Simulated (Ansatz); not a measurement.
## How basis sets differ on C2H7Al (SMILES [CH3][AlH][CH3])

C2H7Al: 10 atoms, total charge 0, spin state singlet. As SMILES, `[CH3][AlH][CH3]`. The coordinates come from a PBE0-D4/def2-TZVP relaxation.

```tsv
atom	x (Å)	y (Å)	z (Å)
C	-1.2191	0.9236	-0.7833
Al	0.4968	0.0218	-0.5364
C	0.9039	-0.9490	1.1097
H	-2.0540	0.2332	-0.6212
H	-1.3370	1.3685	-1.7738
H	-1.3403	1.7237	-0.0436
H	1.6057	0.0788	-1.6812
H	0.0690	-0.9800	1.8140
H	1.2019	-1.9809	0.8943
H	1.7563	-0.4909	1.6245
```

Quantity: the dipole moment, in D. The values are calculated.

```json
{"level": "HF/STO-3G", "kind": "Hartree–Fock", "program": "Ansatz", "value (D)": "0.10"}
{"level": "HF/3-21G", "kind": "Hartree–Fock", "program": "Ansatz", "value (D)": "0.60"}
{"level": "HF/def2-SVP", "kind": "Hartree–Fock", "program": "Ansatz", "value (D)": "0.62"}
{"level": "HF/6-311G** (Cartesian d past Ne)", "kind": "Hartree–Fock", "program": "Ansatz", "value (D)": "0.56"}
```

The values span 0.10 to 0.62 D. Magnitudes only: a small dipole may point the other way at some levels. Sets without polarisation functions give poor dipoles.
